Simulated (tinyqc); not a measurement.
A ladder of methods, and size consistency: correlation methods against full CI in the sto-6g basis, for H2O, spin multiplicity 1. Computed by the program tinyqc with PySCF. 

Geometry (angstrom):
```
atom,x,y,z
O,0.0000,0.0000,0.0000
H,0.0000,0.7990,0.7850
H,0.0000,-0.7990,0.7850
```

RHF energy of one = -75.649298 hartree

All electrons correlated; +Q is the Davidson correction (1 - c0^2) E_corr. The last columns treat two copies 100 angstrom apart as one system. FCI is the lowest singlet.

Correlation energies (hartree):
```
method,E_corr of one,share of FCI (%),E_corr of two at 100 angstrom,two minus twice one (mhartree)
MP2,-0.054576,70.3170,-0.109151,0.0000
CISD,-0.075477,97.2468,-0.144133,6.8209
CISD+Q,-0.079226,102.0774,-0.156570,1.8821
CCSD,-0.077359,99.6721,-0.154719,-2.48e-05
CCSD(T),-0.077454,99.7938,-0.154908,-2.46e-05
FCI,-0.077614,100.0000,-,-
```

MP2 recovers 70 %, CISD 97.2 % and CCSD 99.7 % of the FCI value (c0^2 = 0.950 in CISD). MP2 and coupled cluster are size consistent, so their last column vanishes; CISD loses 6.82 mhartree, since a double excitation on each copy is a quadruple of the pair, and the Davidson correction leaves +1.88.
